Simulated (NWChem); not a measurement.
sulfur dioxide (SO$_{2}$); SMILES O=S=O

Program: NWChem. Structure relaxed at the PBE0/def2-SVP level. Vertical excitations in the gas phase; the lowest state need not have the same character in each row.

| level | lowest excitation, singlet (eV) | oscillator strength of that lowest state | lowest state with f > 0.02, singlet (eV) | oscillator strength of that bright state | orbital gap (eV) |
|---|---|---|---|---|---|
| PBE/def2-SVP, full TDDFT | 3.87 | 0.005 | 6.41 | 0.050 | 3.38 |
| B3LYP/def2-SVP, full TDDFT | 3.87 | 0.005 | [?] | 0.060 | [?] |
| LRC-wPBEh/def2-SVP, full TDDFT | 3.90 | 0.005 | 6.40 | 0.063 | 9.55 |
| LDA (Slater exchange, VWN5)/def2-SVP, full TDDFT | 3.88 | 0.005 | 6.49 | 0.050 | 3.34 |

**Question.** What belongs in the gaps?

**Answer.** 
- B3LYP/def2-SVP, full TDDFT, lowest state with f > 0.02, singlet (eV): 6.31
- B3LYP/def2-SVP, full TDDFT, orbital gap (eV): 5.40
